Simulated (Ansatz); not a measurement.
**N₂O: how energies converge with the basis set**

One table from this session's results is given with a row withheld; the runs are named, their logs left out.

Computed with Ansatz 0.2.0, Gaussian basis. Level: one geometry, several basis sets.

The runs, in order: PBE0-D4/def2-SVP; ωB97M-V/def2-SVP; PBE0-D4/def2-QZVPP; ωB97M-V/def2-QZVPP; CCSD(T)/cc-pV(D+d)Z; CCSD(T)/cc-pV(T+d)Z; CCSD(T)/cc-pV(Q+d)Z; the functionals' def2-TZVPP values are taken from earlier runs.

### The relaxed structure

The geometry comes from an earlier relaxation with PBE0-D4 in a triple-zeta def2 set; it is a stationary point.

3 atoms, charge 0, spin multiplicity 1.

Atoms are counted from 1 here; the program's logs count them from 0.

Bond lengths: N1–N2 1.118 Å, N2–O3 1.174 Å. Angles: N1–N2–O3 180.0°.

Geometry (Å):

```xyz
3

N    -0.5117    1.0013   -0.1679
N    -0.0084    0.0165   -0.0028
O     0.5201   -1.0178    0.1707
```

Set-up of the first run:

Input file in.yaml:

```yaml
crystal:
  periodic: [false, false, false]
  atoms:
    - {symbol: N, position_ang: [-0.511673, 1.001271, -0.167931]}
    - {symbol: N, position_ang: [-0.008437, 0.016545, -0.002767]}
    - {symbol: O, position_ang: [0.520110, -1.017806, 0.170688]}
basis:
  gaussian: {orbitals: def2-SVP}
hamiltonian: {xc: pbe0, dispersion: d4}
output: {orbitals: {seedname: orbitals}}
```

On the command line:

```sh
ansatz run in.yaml --threads 2 --pin off --events-out ev --progress --plain --max-ram 32768MiB --backend cpu
```

Among the steps run: PBE0-D4 in def2-SVP; ωB97M-V in def2-SVP; PBE0-D4 in def2-QZVPP; ωB97M-V in def2-QZVPP.

One table of the session follows, with a row left open; its other results are not shown here.

It belongs to the step «Density functionals: the series». 

| functional | basis | HOMO (eV) | LUMO (eV) |
| --- | --- | --- | --- |
| PBE0-D4 | def2-SVP | -9.71 | -0.06 |
| PBE0-D4 | def2-TZVPP | ? | ? |
| PBE0-D4 | def2-QZVPP | -9.84 | -0.24 |
| ωB97M-V | def2-SVP | -11.90 | 2.45 |
| ωB97M-V | def2-TZVPP | -12.07 | 2.24 |
| ωB97M-V | def2-QZVPP | -12.10 | 2.13 |

**Question.** Estimate the row for PBE0-D4, def2-TZVPP.

**Answer.** HOMO (eV): -9.82; LUMO (eV): -0.18. In the column «HOMO (eV)» it lies between PBE0-D4, def2-QZVPP (-9.84) and PBE0-D4, def2-SVP (-9.71).
